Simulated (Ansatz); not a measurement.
## SF⁺, quintet: the ladder up to full CI

Geometry: that of the SF⁺, triplet, kept fixed. The triplet lies 9.2 eV lower here.

```xyz
2

F     0.0000    0.0000    0.0000
S     0.0000    0.0000    1.5040
```

Basis 6-31G; Ansatz 0.2.0. Correlated methods freeze the noble-gas cores, which leaves 12 electrons in 16 orbitals. Prefix R: restricted or restricted open-shell reference; prefix U: unrestricted. Active spaces: valence = (12e, 8o) chosen from the atoms' valence shells.

Full CI is exact within this basis and frozen core; it isn't the basis-set limit. The frozen core follows each run's orbitals, which can shift R against U totals by a few meV.

HF rows are the lowest solutions found. Coupled cluster chose its determinant by trial CCSD, here up to 0.19 eV above the lowest Hartree–Fock solution of its kind, and MP2 stands on that determinant too.

```
UHF ⟨S²⟩                            : 6.004
⟨S²⟩ of the determinant under UCCSD : 6.009
T1 diagnostic (RCCSD)               : 0.0368
largest doubles amplitude (RCCSD)   : 0.067
T1 diagnostic (UCCSD)               : 0.0313
```

| level | E − E(determinant under the R cluster runs) (eV) |
| --- | --- |
| RMP2 | -3.2620 |
| UMP2 | -3.2776 |
| RCCSD | -3.6280 |
| UCCSD | -3.6330 |
| RCCSD(T) | -3.6787 |
| UCCSD(T) | -3.6793 |

Task: Estimate how far full CI in 6-31G lies from RCCSD(T). The table doesn't fix it; the size of (T) and the diagnostics are the guide.

Result: Full CI in 6-31G lies 0.35 kcal/mol below RCCSD(T), which is 30 % of the (T) step (-1.17 kcal/mol). T1 is raised, and the rest is a large part of (T).

The other levels:

| level | E − E(full CI) (kcal/mol) | share of correlation (%) | wall time |
| --- | --- | --- | --- |
| RHF† | 80.70 | – | – |
| UHF† | 78.64 | – | 0.75 s |
| BCCD(T) | 0.43 | 99.49 | 0.97 s |
| RCCSDT | 0.16 | 99.81 | – |
| UCCSDT | 0.15 | 99.83 | – |
| RCCSDT(Q) | -0.01 | 100.01 | 4.7 s |
| UCCSDT(Q) | -0.03 | 100.03 | 4 s |
| RCCSDTQ | 0.01 | 99.99 | 52 s |
| UCCSDTQ | -0.01 | 100.01 | 52 s |
| CASSCF (valence space)† | 79.79 | – | – |
| NEVPT2 (valence space)† | 27.92 | – | 0.46 s |
| MRCISD (valence space)† | 16.67 | – | – |
| MRCISD+Q (valence space)† | 14.79 | – | 1.1 s |

A dagger marks rows that describe another state than the reference (another or a broken symmetry, a higher spin or other natural occupations), so the difference isn't the method's error.

The correlation energy at full CI, counted from the determinant under the R cluster runs, is -3.694 eV. That run took 5.5 min on 1 thread of Arm Neoverse V1, shared host over 5,859,904 determinants.

Run but not shown, since their state, orbitals or frozen core can't be matched to the reference's or they repeat it: CISD, CISDTQ.

Times hold each run's SCF and search for its determinant on a shared host, so for small cases they say little of a method's own cost; they ran on 1 thread of Arm Neoverse V1.

The full-CI state has the irrep A2 of C2v, in the program's axes (one component, if the state is degenerate).

Natural occupations of full CI about the gap: 1.976 1.970 1.014 1.007 1.007 0.997 0.014 0.014 0.012 0.008; effectively unpaired electrons, Σ n²(2−n)², 4.01.
